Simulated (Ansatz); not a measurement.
**Down a group: vertical ionisation energies of HB–OH, HAl–OH**

Ansatz 0.2.0, functionals in def2-QZVPP, HF, MP2 and coupled cluster extrapolated from def2-TZVPP and def2-QZVPP (exp(−7.88 √X), X^−2.97); geometries are PBE0/def2-TZVP minima. Wave-function levels freeze the cores; HF, MP2 and coupled cluster are restricted for singlets and unrestricted otherwise, Kohn–Sham unrestricted where that lies lower. The best estimate adds to that CCSD(T) limit the step from CCSD(T) to the highest level run in a smaller set (CCSDT(Q)/cc-pVDZ). It lacks core correlation, which semilocal and hybrid functionals hold and which counts in their errors here, (a few kJ/mol in atomization energies of light atoms) is good to about 1 kcal/mol where the step is under 0.06 eV, as here, and is no measured value. An error is the level's value less this estimate. Energies are electronic, without zero-point terms. No spin–orbit coupling and no scalar relativity. B2PLYP's MP2 part freezes the cores and isn't at its limit in this set. CCSD(T)'s error is that step with its sign reversed, by construction, and steps from double-zeta sets run high. The species are chosen: bound, without strong static correlation by their natural occupations or amplitudes, in their lowest spin state as far as vertical gaps and like structures tell, with only the lowest ion state computed, and with a ladder that closes on the reference, so errors are smaller than for species at large; levels whose determinant breaks symmetry or spin markedly are left out.

```
        species                                                               bonds (Å)                            quantity  symmetry of the states                         reference  value (eV)  error MP2  error CCSD(T)  error PBE  error B97M-V  error B2PLYP
 HB–OH, doublet     B–O 1.333, B–H 1.201, O–H 0.961, angles at O 115°, angles at B 121°  vertical ionisation to the singlet                 A' / A'  limit + step to CCSDT(Q)/cc-pVDZ       8.355     -0.051          0.008      0.035         0.007         0.006
HAl–OH, doublet  O–Al 1.700, Al–H 1.613, O–H 0.957, angles at O 125°, angles at Al 118°  vertical ionisation to the singlet                 A' / A'  limit + step to CCSDT(Q)/cc-pVDZ       8.065     -0.027          0.000      0.028         0.065         0.014
```

The reference falls from B to Al, by 0.290 eV in all.
